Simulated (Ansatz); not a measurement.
## PH3F+ (SMILES F[PH3+]): the energy, rung by rung

PH3F+ has 5 atoms, charge +1, and is taken as a singlet. SMILES: `F[PH3+]`. The coordinates come from a GFN2-xTB relaxation.

```xyz
5

F    -1.3655    0.2504    0.3411
P     0.1226   -0.0224   -0.0307
H     0.0382   -0.4286   -1.3494
H     0.4861   -1.0083    0.8681
H     0.7186    1.2089    0.1708
```

Each level gives the energy change with the P2–H5 bond stretched from 1.383 to 2.074 Å (eV). The values are calculated.

| level | kind | program | value (eV) | less FCI/STO-3G |
| --- | --- | --- | --- | --- |
| BLYP/STO-3G (restricted) | GGA | Ansatz | 1.99 | -0.29 |
| r2SCAN/STO-3G (restricted) | meta-GGA | Ansatz | 2.31 | +0.03 |
| BHLYP/STO-3G (restricted) | global hybrid | Ansatz | 2.80 | +0.52 |
| HSE06/STO-3G (restricted) | range-separated hybrid | Ansatz | 2.48 | +0.20 |
| wB97X/STO-3G (restricted) | range-separated hybrid | Ansatz | 2.68 | +0.40 |
| B2PLYP/STO-3G (restricted) | double hybrid | Ansatz | 2.56 | +0.28 |
| MP2/STO-3G (restricted) | perturbation theory | Ansatz | 2.80 | +0.52 |
| CCSD(T)/STO-3G (restricted) | coupled cluster or CI | Ansatz | 2.30 | +0.02 |
| CCSDTQ/STO-3G (restricted) | coupled cluster or CI | Ansatz | 2.28 | 0.00 |
| FCI/STO-3G | exact in the basis | Ansatz | 2.28 | 0.00 |

FCI/STO-3G is exact within its basis and frozen core, so for wave-function methods in that basis the difference is their error; functionals converge differently with the basis, so for them it is only a difference. The first shape isn't each level's own minimum. The values span 1.99 to 2.80 eV. All rows use very small basis sets, so none should be taken for the real molecule's value.
